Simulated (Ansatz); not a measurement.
A made-up structure of MgAlH₃, closed shell:

```xyz
5
angstrom
Mg 0.5464 -1.3121 0.8458
Al -0.3595 0.8608 -0.5557
H 0.3193 2.0232 0.1503
H -1.7007 0.8508 -1.4318
H 0.3990 2.2715 -0.5822
```

It is relaxed with PBE-D4/def2-SVP and then PBE0-D4/def2-TZVP (Ansatz 0.2.0). Atoms count as bonded within 1.22 times the sum of their covalent radii (H–H: 0.88 Å). The end point is not checked to be a true minimum.

Task: Does its bonding change? (A judgement: the text doesn't fix the answer.)

Result: Computed: Yes. Formed: none; broken: Al2–H3, Al2–H5.

Where it ends: The first stage lowers the energy by 2.34 eV in 16 steps. It ends as a complex of MgAlH ([Mg][AlH]) + H₂:
Mg1  (0.591, -0.976, 0.197)
Al2  (-1.435, 1.007, 0.188)
H3  (0.435, 2.250, 0.031)
H4  (-0.867, 0.512, -1.335)
H5  (0.480, 1.900, -0.654)
(Å)

Labels in which every atom is bracketed show which atoms are joined, not bond orders.

For scale, one of the runs: PBE0-D4/def2-TZVP relaxation, 87 basis functions, launched by `ansatz run in.yaml --threads 2 --pin off --events-out ev --progress --plain --max-ram 4352MiB`. The run took about 7 s on 2 CPU threads of an Arm Neoverse V2 (shared host).
